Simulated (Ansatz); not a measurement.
# CHBSi (triplet): from Hartree-Fock to the top rungs, def2-TZVPP

An exercise on one series of results from a longer session: the logs are not shown, and one member is left open.

Method: def2-TZVPP, core rule «outside noble gas», up to 7 orbitals frozen; program: Ansatz 0.2.0, Gaussian basis.

The runs, in order: UHF; ROHF; CCSD(T) on UHF.

2 further runs of the same task are left out: 2 set aside as unsound or not needed.

## The system

The geometry is a PBE0/def2-TZVP stationary point (not a proven minimum).

4 atoms, charge 0, spin multiplicity 3.

Atoms are counted from 1 here; the program's logs count them from 0.

Bond lengths: B1–C2 1.470 Å, B1–Si3 2.018 Å, C2–Si3 1.745 Å, C2–H4 1.084 Å. Angles: C2–B1–Si3 57.5°, B1–C2–Si3 77.2°, B1–C2–H4 130.2°, Si3–C2–H4 152.6°, B1–Si3–C2 45.3°.

The first run:

in.yaml reads:

```yaml
crystal:
  periodic: [false, false, false]
  atoms:
    - {symbol: B, position_ang: [0.000000, -0.905839, 0.967609]}
    - {symbol: C, position_ang: [0.000000, 0.561227, 0.868427]}
    - {symbol: Si, position_ang: [0.000000, 0.061485, -0.802988]}
    - {symbol: H, position_ang: [0.000000, 1.315005, 1.647998]}
basis:
  gaussian: {orbitals: def2-TZVPP}
magnetization: {spin_polarized: true, initial_magnetization: 2}
hamiltonian: {xc: hf}
output: {orbitals: {seedname: orbitals}}
```

Command:

```
ansatz run in.yaml --threads 1 --pin off --events-out ev --progress --plain --max-ram 4096MiB --backend cpu
```

Steps of the session up to this table: UHF; ROHF; CCSD(T) on UHF.

One table of the session follows, with a row left open; its other results are not shown here.

It belongs to the step «Misses and costs». 

```
  method  from UCCSD(T) (meV)
    ROHF              +9894.8
     UHF              +9676.9
    UMP2              +1281.8
   UCCSD                    ?
UCCSD(T)                    0
```

Q: Estimate the row for UCCSD from the others.

The run gave: from UCCSD(T) (meV): +583.4. In the column «from UCCSD(T) (meV)» it lies between UCCSD(T) (0) and UMP2 (+1281.8).

With the free atoms at the same levels and basis (separate runs), the atomisation energy is 13.366 eV at UCCSD(T), 10.115 eV at ROHF.
